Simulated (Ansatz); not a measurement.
**C2H3FS: short molecular-dynamics run from a Python script**

The task is a short molecular-dynamics run, for C2H3FS.

Computed with the Python package of Ansatz 0.2.0. Level of theory: Hartree-Fock/6-31G*.

**1. The structure**

Bond lengths: F1–C2 1.338 Å, C2–C3 1.315 Å, C3–S4 1.784 Å, C2–H5 1.070 Å, C3–H6 1.104 Å, S4–H7 1.356 Å. Angles: F1–C2–C3 122.6°, F1–C2–H5 110.3°, C3–C2–H5 127.1°, C2–C3–S4 124.8°, C2–C3–H6 120.8°, S4–C3–H6 114.2°, C3–S4–H7 95.1°.

The script holds or builds the structure itself.

**2. Script**

File run_md.py:

```python
'''A short Born-Oppenheimer trajectory of C2H3FS.'''

import ansatz as az
import numpy as np
from rdkit import Chem
from rdkit.Chem import AllChem

# start geometry from RDKit
rd = Chem.AddHs(Chem.MolFromSmiles('FC=CS'))
AllChem.EmbedMolecule(rd, randomSeed=672)
AllChem.UFFOptimizeMolecule(rd)
system = az.Crystal.molecule()
for atom, xyz in zip(rd.GetAtoms(), rd.GetConformer().GetPositions()):
    system = system.atom(atom.GetSymbol(), xyz.round(5).tolist())

base = system.calculation()
base = base.basis(gaussian='6-31G*')
base = base.functional('hf').md('nvt_langevin', timestep=0.25, steps=20, temperature=300, initial_velocities='maxwell_boltzmann', seed=47, friction=0.02)
frames = []
res = base.session().plan().execute(on_event=lambda e: frames.append(e['data']) if e['event'] == 'md_step' else None)
print('t (fs)   E_pot (eV)      E_kin (eV)   T (K)   d(0-1) (A)')
for f in frames[::1]:
    xyz = np.array(f['positions_ang'])
    print(f'{f["time_fs"]:6.2f} {f["lagrangian_ev"]:14.5f} {f["e_kin_ev"]:10.5f} {f["temperature_k"]:8.1f} {np.linalg.norm(xyz[0] - xyz[1]):9.4f}')
print('mean temperature', round(float(np.mean([f['temperature_k'] for f in frames])), 1), 'K')
symbols = [site.symbol for site in system.cartesian_sites]
with open('last_frame.xyz', 'w') as handle:
    handle.write(f'{len(symbols)}\nt = {frames[-1]["time_fs"]} fs\n')
    handle.writelines('{:2s} {:10.5f} {:10.5f} {:10.5f}\n'.format(s, *xyz) for s, xyz in zip(symbols, frames[-1]['positions_ang']))
```

**3. What the engine is handed**

The package turns the script's settings into the engine's input:

```yaml
crystal:
  periodic: [false, false, false]
  atoms:
    - { symbol: F, position_ang: [-2.11523, -0.42916, 0.29251] }
    - { symbol: C, position_ang: [-0.96488, 0.10506, -0.1937] }
    - { symbol: C, position_ang: [0.20332, -0.48709, 0.05252] }
    - { symbol: S, position_ang: [1.72836, 0.20616, -0.5832] }
    - { symbol: H, position_ang: [-1.00903, 1.01617, -0.78205] }
    - { symbol: H, position_ang: [0.23909, -1.39794, 0.64147] }
    - { symbol: H, position_ang: [1.91836, 0.9868, 0.57244] }
basis:
  gaussian:
    orbitals: "6-31G*"
hamiltonian:
  xc: hf
md:
  timestep: 0.25
  n_steps: 20
  ensemble: nvt_langevin
  temperature: 300.0
  friction: 0.02
  initial_velocities: maxwell_boltzmann
  seed: 47
```

**4. Running it**

Command:

```sh
$ python run_md.py
```

Without the output at hand: what should come out? Wanted: total energy; dipole moment; mean temperature, second half; farthest move.

The runs gave:

| quantity | value |
| --- | --- |
| total energy | -15629.8627 eV |
| dipole moment | 0.95 D |
| length of the run | 20 steps, 5 fs |
| mean temperature, second half | 433 K |
| farthest move | 0.21 Å |

In words: The temperature swings between 244 and 497 K, with a mean of 433 K in the second half; 7 atoms fluctuate widely. A run of 5 fs is far too short for averages. The trajectory is only some femtoseconds long, and gives no averages; where the script doesn't relax first, it starts from a rough generated geometry. The printed temperature counts all 3N degrees of freedom under Langevin dynamics, so the first row lies under the target.
